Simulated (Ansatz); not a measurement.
```yaml
crystal:
  periodic: [false, false, false]
  atoms:
    - {symbol: Ru, position_ang: [0.000000, 0.000000, 0.000000]}
    - {symbol: H, position_ang: [0.000000, 0.000000, 1.760000]}
basis:
  gaussian: {orbitals: def2-TZVP}
magnetization: {spin_polarized: true, initial_magnetization: 3}
hamiltonian: {xc: pbe0}
relax: {f_tol: 0.004, max_steps: 80}
```

```sh
$ ansatz run in.yaml --threads 1 --pin off --events-out ev --progress --plain --max-ram 2176MiB
```

Steps of the relaxation (energy above the last step; positions in Å, forces in eV/Å):

```
2
step 1, 158.4 meV
Ru    0.000    0.000    0.000    0.000    0.000    1.629
H     0.000    0.000    1.760    0.000    0.000   -1.629
```

```
2
step 2, 30.3 meV
Ru    0.000    0.000    0.117    0.000    0.000   -1.015
H     0.000    0.000    1.643    0.000    0.000    1.015
```

```
2
step 3, 0.1 meV
Ru    0.000    0.000    0.087    0.000    0.000   -0.041
H     0.000    0.000    1.673    0.000    0.000    0.041
```

```
2
step 4, 0.0 meV
Ru    0.000    0.000    0.085    0.000    0.000    0.000
H     0.000    0.000    1.675    0.000    0.000    0.000
```

Close pairs at the end: Ru1–H2 1.589 Å.

A stationary point of unrestricted PBE0 after 4 steps, with ⟨S²⟩ = 3.765 against 3.75 for a pure state. 14 s on 1 thread of Arm Neoverse V2, shared host.
